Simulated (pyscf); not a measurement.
Thermochemistry of product channels of `[SnH3][SnH3]` + `[H]` [doublet] on the doublet surface, in kcal/mol, from ωB97M-D3(BJ)/def2-TZVP energies (ideal gas, 1 atm, RRHO with modes under 100 cm⁻¹ raised to 100, one conformer, R ln 2 for chiral ones without a mode under 150 cm⁻¹). PySCF, gas phase, ωB97X-D3(BJ)/def2-SVP geometries.

```csv
products,ΔE,ΔH(298 K),ΔG(600 K),ΔG(1200 K)
`[SnH4]` + `[SnH3]` [doublet],-20.2,-18.7,-22.6,-24.0
`[SnH2][SnH3]` [doublet] + `[H][H]`,?,-29.8,-34.5,?
```

Question: Fill in the missing entries.

Answer: 
- `[SnH2][SnH3]` [doublet] + `[H][H]`, ΔE: -31.5
- `[SnH2][SnH3]` [doublet] + `[H][H]`, ΔG(1200 K): -38.6

These are energies of the channels, which say nothing of barriers. Elements past Kr carry the def2 core potentials, without spin-orbit coupling.
